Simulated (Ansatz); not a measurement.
# CH3OSi− (SMILES O=C[SiH2-]): one structure at several levels

The atoms stand at a frame of a short trajectory. How far do the functionals agree with CCSD(T) there?

Method: single points in def2-TZVPPD; program: Ansatz 0.2.0, Gaussian basis.

Cores are frozen in the correlated methods.

### Step 1. Starting geometry

SMILES `O=C[SiH2-]`, 6 atoms, charge -1, spin multiplicity 1.

Atoms are counted from 1 here; the program's logs count them from 0.

Bond lengths: O1–C2 1.231 Å, C2–Si3 1.851 Å, C2–H4 1.159 Å, Si3–H5 1.621 Å, Si3–H6 1.569 Å. Angles: O1–C2–Si3 127.6°, O1–C2–H4 122.1°, Si3–C2–H4 109.1°, C2–Si3–H5 105.8°, C2–Si3–H6 115.6°, H5–Si3–H6 103.1°.

Coordinates:

```xyz
6
CH3OSi
O    -0.89598   -1.53537    0.82998
C    -0.17241   -0.90875    0.05647
Si   -0.14305    0.91891   -0.23289
H     0.44116   -1.43367   -0.77487
H     1.28833    1.23238   -0.92719
H    -0.11313    1.80865    1.05906
```

### Step 2. PBE-D4/def2-TZVPPD

The input, run/in.yaml:

```yaml
crystal:
  periodic: [false, false, false]
  atoms:
    - {symbol: O, position_ang: [-0.895983, -1.535368, 0.829982]}
    - {symbol: C, position_ang: [-0.172410, -0.908751, 0.056467]}
    - {symbol: Si, position_ang: [-0.143046, 0.918913, -0.232894]}
    - {symbol: H, position_ang: [0.441163, -1.433673, -0.774865]}
    - {symbol: H, position_ang: [1.288334, 1.232378, -0.927186]}
    - {symbol: H, position_ang: [-0.113126, 1.808647, 1.059060]}
basis:
  gaussian: {orbitals: "def2-TZVPPD.json"}
total_charge: -1
hamiltonian: {xc: pbe, dispersion: d4}
output: {forces: true}
```

The basis file named in the input lies beside it (Basis Set Exchange, JSON).

Command:

```
ansatz run in.yaml --threads 2 --pin off --events-out ev --progress --plain --max-ram 3481MiB
```

### Step 3. r2SCAN-D4/def2-TZVPPD

run/in.yaml, as its differences from that of step 2:

```diff
@@ -12,3 +12,3 @@
 total_charge: -1
-hamiltonian: {xc: pbe, dispersion: d4}
+hamiltonian: {xc: r2scan, dispersion: d4}
 output: {forces: true}
```

### Step 4. PBE0-D4/def2-TZVPPD

run/in.yaml, as its differences from that of step 3:

```diff
@@ -12,3 +12,3 @@
 total_charge: -1
-hamiltonian: {xc: r2scan, dispersion: d4}
-output: {forces: true}
+hamiltonian: {xc: pbe0, dispersion: d4}
+output: {forces: true, orbitals: {seedname: orbitals}}
```

### Step 5. wB97M-V/def2-TZVPPD

run/in.yaml, as its differences from that of step 4:

```diff
@@ -12,3 +12,3 @@
 total_charge: -1
-hamiltonian: {xc: pbe0, dispersion: d4}
-output: {forces: true, orbitals: {seedname: orbitals}}
+hamiltonian: {xc: {name: wB97M-V}}
+output: {forces: true}
```

### Step 6. CCSD(T)/def2-TZVPPD

run/in.yaml, as its differences from that of step 5:

```diff
@@ -12,3 +12,3 @@
 total_charge: -1
-hamiltonian: {xc: {name: wB97M-V}}
+correlation: {method: ccsd_t}
 output: {forces: true}
```

(Steps that only read results are left out.)

Q: Predict the outcome of this session. Wanted: RMS force component; RMS force error; HOMO and LUMO, PBE0-D4; T1 diagnostic.

As calculated:

| quantity | value |
| --- | --- |
| RMS force component | 0.597 to 0.724 eV/Å over the methods |
| RMS force error | PBE-D4 0.184, r2SCAN-D4 0.174, PBE0-D4 0.284, wB97M-V 0.272 eV/Å |
| HOMO and LUMO, PBE0-D4 | -0.12 and 3.94 eV |
| T1 diagnostic | 0.023 |

**Reading.** On forces the order runs from r2SCAN-D4 to PBE0-D4. Frozen-core CCSD(T) forces in triple zeta carry basis errors of their own, and this is one geometry, so small gaps rank nothing.
